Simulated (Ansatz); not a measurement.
A made-up structure of CH$_{3}$SSi, doublet:

```
6
angstrom
Si -0.3956 0.3882 -0.2419
C 0.8354 -0.9016 0.1945
S 1.7176 -1.6377 1.2332
H -1.5509 -0.3231 -0.8428
H 0.2531 1.2610 -1.2513
H 1.0893 -1.5419 -0.6112
```

It is relaxed with PBE-D4/def2-SVP and then PBE0-D4/def2-TZVP (Ansatz 0.2.0). Atoms count as bonded within 1.22 times the sum of their covalent radii (H–H: 0.88 Å). The end point is not checked to be a true minimum.

Task: Does its bonding change? (A judgement: the text doesn't fix the answer.)

Result: Computed: No: no bond forms or breaks.

Where it ends: The first stage lowers the energy by 1.26 eV in 16 steps. It ends as CH₃SSi ([SiH2][CH][S]):
Si1  (-0.207, 0.132, -0.598)
C2  (0.781, -1.192, 0.041)
S3  (2.140, -0.895, 0.941)
H4  (-1.423, -0.109, -1.406)
H5  (0.175, 1.530, -0.333)
H6  (0.483, -2.222, -0.165)
(Å)

Labels in which every atom is bracketed show which atoms are joined, not bond orders.

For scale, one of the runs: PBE0-D4/def2-TZVP relaxation, 123 basis functions, launched by `ansatz run in.yaml --threads 2 --pin off --events-out ev --progress --plain --max-ram 4352MiB`. The run took about 35 s on 2 CPU threads of an Arm Neoverse V1 (shared host).
